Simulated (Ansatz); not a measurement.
Results of LDA in Ansatz (PAW) for PdS (P4₂/m, No. 84).

Run with plane-wave cutoff 520 eV, 10×10×8 k mesh (along the axes of the cell as run), Fermi–Dirac smearing 0.05 eV, scalar-relativistic PAW data made under PBE.

A third-order Birch–Murnaghan fit to the energies gives V0 = 16.459 Å³/atom, B0 = 146 GPa, B′ = 5.1.

```json
[
 {"V (Å³/atom)": "15.801", "P (GPa)": "6.60"},
 {"V (Å³/atom)": "16.130", "P (GPa)": "3.10"},
 {"V (Å³/atom)": "16.459", "P (GPa)": "0.00"},
 {"V (Å³/atom)": "16.789", "P (GPa)": "…"},
 {"V (Å³/atom)": "17.118", "P (GPa)": "…"}
]
```

Estimate the withheld pressures from this fit; the answers are the runs' own values.


- 16.789, P (GPa): -2.74
- 17.118, P (GPa): -5.17

The formula P = (3/2) B0 (x^(7/3) − x^(5/3)) [1 + (3/4)(B′ − 4)(x^(2/3) − 1)] with x = V0/V meets the computed pressures within 0.02 GPa when these rounded values are put in.

Shape and atoms are relaxed at each volume.

Note: the run has no spin polarisation, so it can have missed a magnetic state; the bulk modulus comes from volumes at which shape and atoms were relaxed.

Ansatz is a program for electronic structure.
